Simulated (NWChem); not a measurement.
# Si2H3F (SMILES F[Si][SiH3]): levels of theory compared

Wanted: a comparison of 5 runs (UHF/STO-3G, UHF/3-21G, UB3LYP/6-31G*, UPBE0/aug-cc-pVDZ) of Si2H3F. 

Program for the calculation: NWChem 7.3.0.

## Step 1: The structure to begin with

The species is Si2H3F (6 atoms), meant as a triplet with charge 0. SMILES: `F[Si][SiH3]`. The shape is that of a GFN2-xTB optimisation.

Bond lengths: F1–Si2 1.664 Å, Si2–Si3 2.271 Å, Si3–H4 1.471 Å, Si3–H5 1.463 Å, Si3–H6 1.471 Å. Angles: F1–Si2–Si3 109.4°, Si2–Si3–H4 116.3°, Si2–Si3–H5 100.6°, Si2–Si3–H6 116.1°, H4–Si3–H5 109.3°, H4–Si3–H6 104.9°, H5–Si3–H6 109.4°.

## Step 2: Energy and forces at UHF/STO-3G (run 1)

The input, test.nw:

```
start test
title "FH3Si2 hf"
memory stack 880 mb heap 220 mb global 1100 mb

geometry units angstroms noautosym nocenter noautoz
 F      0.305600    -2.264910     1.255600
 Si     1.182750    -1.160380     0.372400
 Si    -0.176850     0.540110    -0.272780
 H     -1.296890     0.179960    -1.156100
 H      0.771310     1.376770    -1.009080
 H     -0.785920     1.328460     0.809960
end

basis spherical bse
 * library STO-3G
end

scf
 triplet
 uhf
 thresh 1e-08
 maxiter 80
 noprint "final vectors analysis"
end

task scf gradient
```

Command:

```bash
nwchem test.nw > test.out
```

Output:

```text
[...]
  functions       =    26
[...]
  wavefunction    = UHF
[...]
         Total SCF energy =   -670.910210426458
      One electron energy =  -1204.085217291993
      Two electron energy =    400.209705206816
 Nuclear repulsion energy =    132.965301658719
                       Sz =      1.0000
                 Sz(Sz+1) =      2.0000
                      S^2 =      2.0040
[...]
                         UHF ENERGY GRADIENTS
    atom               coordinates                        gradient
                 x          y          z           x          y          z
   1 F       0.577500  -4.280059   2.372740   -0.012380  -0.005001   0.006216
   2 Si      2.235073  -2.192800   0.703734    0.027569   0.004090  -0.009558
   3 Si     -0.334198   1.020660  -0.515479   -0.000795  -0.014472   0.008553
   4 H      -2.450767   0.340075  -2.184712   -0.021426  -0.002681  -0.012584
   5 H       1.457565   2.601718  -1.906885    0.021180   0.004482  -0.008173
   6 H      -1.485173   2.510425   1.530602   -0.014147   0.013581   0.015547
[...]
```

Wall time 2.3 s (1 thread of AMD EPYC 7R43 (Zen 3), shared host); peak memory 0.094 GiB.

## Step 3: Energy and gradient at UHF/3-21G (run 2)

The input, test.xyz:

```xyz
6

F      0.305600    -2.264910     1.255600
Si     1.182750    -1.160380     0.372400
Si    -0.176850     0.540110    -0.272780
H     -1.296890     0.179960    -1.156100
H      0.771310     1.376770    -1.009080
H     -0.785920     1.328460     0.809960
```

The input, test.nw:

```
start test
memory stack 880 mb heap 220 mb global 1100 mb

geometry units angstroms noautosym nocenter noautoz
load test.xyz
end

basis spherical bse
F library 3-21G
Si library 3-21G
H library 3-21G
end

scf
triplet
uhf
thresh 1e-08
maxiter 80
print medium
end

task scf gradient
```

Command:

```bash
nwchem test.nw > test.out
```

Output:

```text
[...]
  functions       =    41
[...]
  wavefunction    = UHF
[...]
         Total SCF energy =   -675.403547985486
      One electron energy =  -1203.920818617173
      Two electron energy =    395.551968972968
 Nuclear repulsion energy =    132.965301658719
                       Sz =      1.0000
                 Sz(Sz+1) =      2.0000
                      S^2 =      2.0052
[...]
                         UHF ENERGY GRADIENTS
    atom               coordinates                        gradient
                 x          y          z           x          y          z
   1 F       0.577500  -4.280059   2.372740   -0.009657   0.000943   0.001997
   2 Si      2.235073  -2.192800   0.703734    0.004951   0.021103  -0.013679
   3 Si     -0.334198   1.020660  -0.515479    0.007577  -0.019226   0.009237
   4 H      -2.450767   0.340075  -2.184712    0.001854   0.006775   0.004945
   5 H       1.457565   2.601718  -1.906885   -0.003115  -0.008525   0.005779
   6 H      -1.485173   2.510425   1.530602   -0.001609  -0.001070  -0.008278
[...]
```

Wall time 2.6 s (1 thread of AMD EPYC 7R43 (Zen 3), shared host); peak memory 0.092 GiB.

Run 3 isn't shown in full; the table further down has it.

## Step 4: Energy and forces at UB3LYP/6-31G(d) (Cartesian functions) (run 4)

The input, run.py:

```python
from ase import Atoms
from ase.calculators.nwchem import NWChem

molecule = Atoms('FSiSiHHH', positions=[
    [0.305600, -2.264910, 1.255600],
    [1.182750, -1.160380, 0.372400],
    [-0.176850, 0.540110, -0.272780],
    [-1.296890, 0.179960, -1.156100],
    [0.771310, 1.376770, -1.009080],
    [-0.785920, 1.328460, 0.809960],
])

calc = NWChem(
    label='input',
    theory='dft',
    memory='2200 mb',
    basis='6-31G*',
    dft={'xc': 'b3lyp', 'mult': '3', 'grid': 'xfine', 'convergence': 'energy 1e-08', 'iterations': '100', 'mulliken': None},
)
molecule.calc = calc

forces = molecule.get_forces()
print(f"energy = {molecule.get_potential_energy():.6f} eV")
print("forces (eV/A):")
for s, f in zip(molecule.symbols, forces):
    print(f"{s:2s} {f[0]:10.5f} {f[1]:10.5f} {f[2]:10.5f}")
```

Command:

```bash
export ASE_NWCHEM_COMMAND="nwchem PREFIX.nwi > PREFIX.nwo"
python run.py
```

Output:

```text
energy = -18519.451476 eV
forces (eV/A):
F     0.66391    0.40654   -0.41549
Si   -0.37888   -1.27429    0.84949
Si   -0.32046    0.67625   -0.30956
H    -0.19803   -0.28436   -0.26565
H     0.25269    0.35785   -0.27470
H    -0.01923    0.11796    0.41595
```

The calculator wrote input.nwi:

```
title "input"

permanent_dir input

scratch_dir input

start input

geometry units angstrom nocenter noautosym noautoz
  F  3.0559999999999998e-01 -2.2649100000000000e+00 1.2556000000000000e+00
  Si 1.1827500000000000e+00 -1.1603800000000000e+00 3.7240000000000001e-01
  Si -1.7685000000000001e-01 5.4010999999999998e-01 -2.7278000000000002e-01
  H  -1.2968900000000001e+00 1.7996000000000001e-01 -1.1560999999999999e+00
  H  7.7131000000000005e-01 1.3767700000000000e+00 -1.0090800000000000e+00
  H  -7.8591999999999995e-01 1.3284600000000000e+00 8.0996000000000001e-01
end

memory 2200 mb

basis noprint
   * library 6-31G*
end

dft
  xc b3lyp
  mult 3
  grid xfine
  convergence energy 1e-08
  iterations 100
  mulliken
end

task dft gradient
```

input.nwo, shortened:

```text
[...]
      One electron energy =    -1208.307909397892
[... 2 lines left out ...]
 Nuclear repulsion energy =      132.965301658719
[... 956 lines left out ...]
          Convergence on energy requested:  1.00D-08
[... 24 lines left out ...]
          Spatial weights used:  Erf1
[...]
  wavefunction    = open shell
                         DFT ENERGY GRADIENTS
    atom               coordinates                        gradient
                 x          y          z           x          y          z
   1 F       0.577500  -4.280059   2.372740   -0.012911  -0.007906   0.008080
   2 Si      2.235073  -2.192800   0.703734    0.007368   0.024781  -0.016520
   3 Si     -0.334198   1.020660  -0.515479    0.006232  -0.013151   0.006020
   4 H      -2.450767   0.340075  -2.184712    0.003851   0.005530   0.005166
   5 H       1.457565   2.601718  -1.906885   -0.004914  -0.006959   0.005342
   6 H      -1.485173   2.510425   1.530602    0.000374  -0.002294  -0.008089
[...]
```

It took 33 s on 1 thread of AMD EPYC 7R43 (Zen 3), shared host; peak memory 0.13 GiB.

## Step 5: Energy and gradient at UPBE0/aug-cc-pVDZ (run 5)

The input, mol.nw:

```
start mol
title "FH3Si2 gradient"
memory 2200 mb
charge 0

geometry units angstrom noautosym nocenter noautoz
 F     0.305600   -2.264910    1.255600
 Si    1.182750   -1.160380    0.372400
 Si   -0.176850    0.540110   -0.272780
 H    -1.296890    0.179960   -1.156100
 H     0.771310    1.376770   -1.009080
 H    -0.785920    1.328460    0.809960
end

basis spherical bse
 * library aug-cc-pVDZ
end

dft
 xc pbe0
 mult 3
 grid fine
 convergence energy 1e-08
 iterations 100
 mulliken
end

task dft gradient
```

Command:

```bash
nwchem mol.nw > mol.out
```

Output:

```text
[...]
          Wavefunction type:  spin polarized.
          No. of atoms     :     6
          No. of electrons :    40
[...]
          Charge           :     0
          Spin multiplicity:     3
[...]
          AO basis - number of functions:   104
[...]
              XC Information
              --------------
                         PBE0 Method XC Functional
                     Hartree-Fock (Exact) Exchange  0.250
          PerdewBurkeErnzerhof Exchange Functional  0.750
            Perdew 1991 LDA Correlation Functional  1.000 local
           PerdewBurkeErnz. Correlation Functional  1.000 non-local
[...]
 d= 0,ls=0.0,diis     1   -680.1761027725 -8.13D+02  7.43D-03  1.31D-01     8.8
[...]
 d= 0,ls=0.0,diis    11   -680.2519247592 -1.37D-09  1.89D-07  7.03D-10    72.9
[...]
         Total DFT energy =     -680.251924759199
      One electron energy =    -1207.927225727002
           Coulomb energy =      447.762405652899
    Exchange-Corr. energy =      -53.052406343815
 Nuclear repulsion energy =      132.965301658719
[...]
      Total Density - Mulliken Population Analysis
     ---------------------------------------------
    Atom       Charge   Shell Charges
 -----------   ------   -------------------------------------------------------
    1 F    9     9.51   2.01  0.89  1.03  0.10  3.31  2.05  0.11  0.00  0.01
    2 Si  14    13.50   2.00  2.04  0.84  0.62 -0.02  6.01  1.18  0.69  0.01  0.16 -0.04
    3 Si  14    14.72   2.00  2.04  0.77  0.73 -0.11  6.02  1.58  1.38  0.03  0.20  0.09
    4 H    1     0.76   0.73  0.01  0.02  0.01 -0.01
    5 H    1     0.74   0.73  0.01  0.01  0.01 -0.01
    6 H    1     0.76   0.73  0.01  0.02  0.01 -0.01
[...]
      <S2> =      2.0042 (Exact =     2.0000)
[...]
  wavefunction    = open shell
                         DFT ENERGY GRADIENTS
    atom               coordinates                        gradient
                 x          y          z           x          y          z
   1 F       0.577500  -4.280059   2.372740   -0.003297   0.003217  -0.001020
   2 Si      2.235073  -2.192800   0.703734   -0.001731   0.012297  -0.006757
   3 Si     -0.334198   1.020660  -0.515479    0.006061  -0.011014   0.004826
   4 H      -2.450767   0.340075  -2.184712    0.005955   0.007438   0.007312
   5 H       1.457565   2.601718  -1.906885   -0.008056  -0.008390   0.006989
   6 H      -1.485173   2.510425   1.530602    0.001067  -0.003548  -0.011351
[...]
```

Wall time 95 s (1 thread of AMD EPYC 7R43 (Zen 3), shared host); peak memory 0.12 GiB.

## Step 6: Overview of the runs

```csv
run,level,iteration cap,module,energy (Eh),dipole moment (D),⟨S²⟩,largest force (eV/Å),wall time
1,UHF/STO-3G,80,scf,-670.910210,1.61,2.004,1.515,2.3 s
2,UHF/3-21G,80,scf,-675.403548,2.19,2.005,1.318,2.6 s
3,UB3LYP/6-31G* (spherical functions),100,dft,-680.572653,–,2.002,1.543,32 s
4,UB3LYP/6-31G* (Cartesian functions),100,dft,-680.577294,1.45,2.003,1.578,33 s
5,UPBE0/aug-cc-pVDZ,100,dft,-680.251925,1.47,2.004,0.727,95 s
```

## Step 7: Results

| quantity | value |
| --- | --- |
| run 5: total energy | -680.25192 Eh |
| run 5: dipole moment | 1.47 D |
| run 5: HOMO energy (highest over α and β) | -5.62 eV |
| run 5: LUMO energy (lowest over α and β) | -3.89 eV |
| run 5: ⟨S²⟩ | 2.004 |
| run 5: largest force on an atom | 0.727 eV/Å |

In words: Over runs 1, 2, 4, 5 the dipole moment (its size) runs from 1.45 D (UB3LYP/6-31G*) to 2.19 D (UHF/3-21G). The two ends differ in method and basis. Totals of different functionals can't be ranked against each other. In run 1 the basis is minimal, so the values are rough. All runs together took 2.8 min, the longest 95 s.
